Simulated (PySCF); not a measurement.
butadiene cation (C4H6), SMILES C=CC=C (connectivity only; charge and spin as stated), charge +1, multiplicity 2. Atoms are numbered in the order given.

```xyz
10

C      0.1047    -1.8538     0.0000
C     -0.4160    -0.5671     0.0000
C      0.4160     0.5671     0.0000
C     -0.1047     1.8538     0.0000
H      1.1866    -2.0267     0.0000
H     -0.5520    -2.7294     0.0000
H     -1.5036    -0.4301     0.0000
H      1.5036     0.4301     0.0000
H      0.5520     2.7294     0.0000
H     -1.1866     2.0267     0.0000
```
Charge +1, spin multiplicity 2.

The structure is a stationary point at PBE0-D3(BJ)/def2-SVP. The multiplicity is an assumed one; other spin states were not compared. Other conformers were not sampled.

Method: PBE0/pcH-1 run with PySCF.

Unrestricted Kohn–Sham, ⟨S²⟩ = 0.779. Hyperfine tensors hold the contact and dipolar terms, without spin-orbit corrections.

Computed hyperfine couplings:
| nucleus | A(iso) (MHz) | A(iso) (G) | dipolar principal values (MHz) |
|---|---|---|---|
| 13C no. 1 | 38.8 | 13.8 | -39.7, -39.3, 79.0 |
| 13C no. 2 | -12.5 | -4.4 | -6.9, -2.2, 9.1 |
| 13C no. 3 | -12.5 | -4.4 | -6.9, -2.2, 9.1 |
| 13C no. 4 | 38.8 | 13.8 | -39.7, -39.3, 79.0 |
| 1H no. 5 | -35.6 | -12.7 | -17.6, -2.9, 20.5 |
| 1H no. 6 | -36.7 | -13.1 | -18.3, -2.7, 21.0 |
| 1H no. 7 | -3.8 | -1.4 | -4.2, -2.7, 6.9 |
| 1H no. 8 | -3.8 | -1.4 | -4.2, -2.7, 6.9 |
| 1H no. 9 | -36.7 | -13.1 | -18.3, -2.7, 21.0 |
| 1H no. 10 | -35.6 | -12.7 | -17.6, -2.9, 20.5 |

Task: And the g tensor (effective nuclear charges for spin-orbit coupling, GIAO)? (Estimate from the structure and the level; the computed values follow.)

Result: principal values 2.0022, 2.0022, 2.0034; isotropic 2.0026.
